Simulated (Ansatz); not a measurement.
The first iterations of a band of CH$_{5}$NSi (8 atoms, charge 0, multiplicity 1).

Method: Ansatz 0.2.0, RKS PBE/def2-SVP.

```json
{
 "movable images": "9",
 "climbing image": "yes",
 "spring": "5.0 eV/Å²",
 "optimiser": "quadratic models (default)",
 "start path": "through a guess of the saddle point",
 "force threshold": "0.2 eV/Å",
 "iteration limit": "60",
 "end points": "relaxed"
}
```

Initial state:

```xyz
8
Properties=species:S:1:pos:R:3
N -1.549 0.185 -0.694
C -0.281 0.392 -0.654
Si 0.710 -0.423 0.766
H -1.977 0.679 -1.503
H 0.264 1.024 -1.403
H 0.221 0.096 2.089
H 2.173 -0.096 0.620
H 0.531 -1.914 0.723
```

Final state:

```xyz
8
Properties=species:S:1:pos:R:3
N -1.347 -0.143 -1.089
C -0.359 0.464 -0.535
Si 0.705 -0.436 0.767
H -1.821 0.487 -1.768
H -0.080 1.525 -0.776
H 0.617 0.308 2.075
H 2.147 -0.415 0.330
H 0.231 -1.848 0.940
```

| iteration | highest image above the first end (eV) | largest band force component (eV/Å) |
| --- | --- | --- |
| 1 | 3.512 | 5.988 |
| 2 | 1.619 | 3.987 |

**Question.** Does the band converge within its limit, and where does its top end?

**Answer.** It converged. It ended after 8 iterations with the highest image 0.001 eV above the first end. The threshold of 0.2 eV/Å is loose, so the images may lie well off the minimum-energy path. The top lies less than 8 meV above the higher end, about what the thresholds resolve: that end is a shoulder or a very shallow well. The order of the stationary point at the top wasn't checked.

Time of the run: 2 min on 1 thread of Arm Neoverse V1 (shared host), peak memory 0.1 GiB.
